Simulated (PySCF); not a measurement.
## How the functional moves excitation energies

Compound: CH2O.
InChI=1S/CH2O/c1-2/h1H2

Linear-response calculations in the def2-SVPD basis (PySCF; singlets by full response, triplets Tamm–Dancoff, core orbitals frozen in the response; HF means time-dependent Hartree–Fock). 'Strongest' is the level of largest summed f among the singlets computed (10 roots, of which the last may lack a degenerate partner); it can jump between rows when another state enters that window. S1 is the lowest singlet of each run and needn't be the same state throughout; f(S1) is that of one state. Geometry: PBE0-D3(BJ)/def2-SVP; no solvent, vibrations or thermal averaging.

| functional | kind | S1 (eV) | f(S1) | strongest (eV) | T1 (eV) | HOMO (eV) | gap (eV) | ionisation energy, ΔSCF (eV) |
| --- | --- | --- | --- | --- | --- | --- | --- | --- |
| LDA | LDA | 3.77 | 0.000 | 8.23 | 3.17 | -6.36 | 3.46 | 10.96 |
| PBE | GGA | 3.90 | 0.000 | 8.15 | 3.21 | -6.28 | 3.64 | 10.79 |
| PBE0 | global hybrid, 25% exact exchange | 4.03 | 0.000 | 9.73 | 3.32 | -7.90 | 6.52 | 10.84 |
| BHandHLYP | global hybrid, 50% exact exchange | 4.17 | 0.000 | 9.59 | 3.51 | -9.52 | 9.41 | 10.77 |
| CAM-B3LYP | range-separated hybrid | 4.00 | 0.000 | 9.01 | 3.34 | -9.39 | 9.24 | 10.96 |
| wB97X-D | range-separated hybrid | 4.07 | 0.000 | 9.25 | 3.47 | -9.84 | 10.44 | 10.91 |
| LC-wPBE | range-separated hybrid | 4.00 | 0.000 | 9.40 | 3.29 | -10.67 | 11.88 | 10.98 |
| HF | Hartree–Fock | 4.49 | 0.000 | 9.58 | 3.84 | -12.06 | 14.59 | not settled |

What does B3LYP (global hybrid, 20% exact exchange) give?

S1 (eV) 4.02, f(S1) 0.000, strongest (eV) 9.59, T1 (eV) 3.36, HOMO (eV) -7.69, gap (eV) 5.99, ionisation energy, ΔSCF (eV) 10.94. S1 runs from 3.77 eV (LDA) to 4.49 eV (HF), a spread of 0.72 eV, while the orbital gap spreads over 11.1 eV. Along PBE (0%), B3LYP (20%), PBE0 (25%), BHandHLYP (50%), HF (100%) S1 rises with the share of exact exchange. −ε(HOMO) comes closest to its own ΔSCF ionisation energy with LC-wPBE (-0.31 eV) and misses most with LDA (-4.60 eV). The lowest singlet of a reference set is 1A2(n→π*) at 3.98 eV (computed, theoretical best estimate (aug-cc-pVTZ, frozen core, CC3 geometry), gas; Veril, Scemama, Caffarel, Lipparini, Boggio-Pasqua, Jacquemin, Loos, WIREs Comput. Mol. Sci. 2021, 11, e1517 (QUESTDB)). The lowest computed singlet differs from it by LC-wPBE +0.02, CAM-B3LYP +0.02, B3LYP +0.04, PBE0 +0.05, PBE -0.08, wB97X-D +0.09, BHandHLYP +0.19, LDA -0.21, HF +0.51 eV; geometry and basis of the reference needn't be the same. The lowest triplet of a reference set is 3A2(n→π*) at 3.58 eV (computed, theoretical best estimate (aug-cc-pVTZ, frozen core, CC3 geometry), gas; Veril, Scemama, Caffarel, Lipparini, Boggio-Pasqua, Jacquemin, Loos, WIREs Comput. Mol. Sci. 2021, 11, e1517 (QUESTDB)). The lowest computed triplet differs from it by BHandHLYP -0.07, wB97X-D -0.11, B3LYP -0.22, CAM-B3LYP -0.24, HF +0.26, PBE0 -0.26, LC-wPBE -0.29, PBE -0.37, LDA -0.41 eV; geometry and basis of the reference needn't be the same. 'Not settled' means that the ion's SCF failed to converge or may have ended in another state than the lowest.
